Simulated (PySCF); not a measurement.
# `C[C@H]1S[C@H]1CF`, C$_{4}$H$_{7}$FS

Molfile (atoms numbered from 1):
```
C4H7FS
     RDKit          3D

 13 13  0  0  0  0  0  0  0  0999 V2000
    1.5408    0.2228    0.4577 C   0  0  0  0  0  0  0  0  0  0  0  0
    0.7355   -0.6013   -0.5072 C   0  0  1  0  0  0  0  0  0  0  0  0
   -0.2094   -2.0120    0.1280 S   0  0  0  0  0  0  0  0  0  0  0  0
   -0.7420   -0.4656   -0.6301 C   0  0  1  0  0  0  0  0  0  0  0  0
   -1.5219    0.4831    0.2429 C   0  0  0  0  0  0  0  0  0  0  0  0
   -1.4109    1.7649   -0.2452 F   0  0  0  0  0  0  0  0  0  0  0  0
    2.5420   -0.1912    0.5537 H   0  0  0  0  0  0  0  0  0  0  0  0
    1.0832    0.2420    1.4433 H   0  0  0  0  0  0  0  0  0  0  0  0
    1.6177    1.2441    0.0856 H   0  0  0  0  0  0  0  0  0  0  0  0
    1.2601   -0.8341   -1.4293 H   0  0  0  0  0  0  0  0  0  0  0  0
   -1.1639   -0.5808   -1.6245 H   0  0  0  0  0  0  0  0  0  0  0  0
   -2.5877    0.2326    0.2374 H   0  0  0  0  0  0  0  0  0  0  0  0
   -1.1479    0.4960    1.2701 H   0  0  0  0  0  0  0  0  0  0  0  0
  1  2  1  0
  2  3  1  0
  3  4  1  0
  4  5  1  0
  5  6  1  0
  4  2  1  0
  1  7  1  0
  1  8  1  0
  1  9  1  0
  2 10  1  6
  4 11  1  6
  5 12  1  0
  5 13  1  0
M  END
```

Method used: TDDFT wB97X-D/def2-SVPD circular dichroism and optical rotation, one conformer, gas phase in PySCF. Geometry: GFN2-xTB.

The molecule is flexible and this is one conformer; a measurement averages over conformers. States above about 8.7 eV (minus the energy of the highest occupied orbital) lie near or above the ionisation threshold and depend on the basis.

Problem. Draw the ECD and absorption spectra from the lowest 12 states, each a Gaussian of half-width 0.3 eV at 1/e height.

Solution. 
| E (eV) | λ (nm) | Δε (L mol⁻¹ cm⁻¹) | ε (L mol⁻¹ cm⁻¹) |
| --- | --- | --- | --- |
| 4.43 | 280 | -0.05 | 0.302 |
| 4.58 | 271 | -0.22 | 1.25 |
| 4.73 | 262 | -0.56 | 3.12 |
| 4.88 | 254 | -0.84 | 4.73 |
| 5.03 | 247 | -0.77 | 4.35 |
| 5.18 | 239 | -0.43 | 2.43 |
| 5.33 | 233 | -0.15 | 0.823 |
| 5.48 | 226 | -0.03 | 0.221 |
| 5.63 | 220 | 0.00 | 1.02 |
| 5.78 | 215 | 0.00 | 11.5 |
| 5.93 | 209 | -0.03 | 80.6 |
| 6.08 | 204 | -0.12 | 343 |
| 6.23 | 199 | -0.30 | 896 |
| 6.38 | 194 | -0.47 | 1510 |
| 6.53 | 190 | -0.47 | 1920 |
| 6.68 | 186 | -0.32 | 2370 |
| 6.83 | 182 | -0.11 | 2830 |
| 6.98 | 178 | +0.42 | 2790 |
| 7.13 | 174 | +2.10 | 2760 |
| 7.28 | 170 | +5.65 | 3830 |
| 7.43 | 167 | +9.85 | 5440 |
| 7.58 | 164 | +11.15 | 5910 |
| 7.73 | 160 | +7.45 | 5140 |
| 7.88 | 157 | +1.63 | 4620 |
| 8.03 | 154 | -0.95 | 4700 |
| 8.18 | 152 | +3.12 | 4990 |
| 8.33 | 149 | +12.23 | 6220 |
| 8.48 | 146 | +16.56 | 8340 |
| 8.63 | 144 | +6.71 | 9340 |

Δε uses R in velocity form, ε uses f in length form. Only the states computed contribute, so the short-wavelength end is incomplete.

The sign of the CD band at 180 nm isn't settled: the length form gives the opposite one.
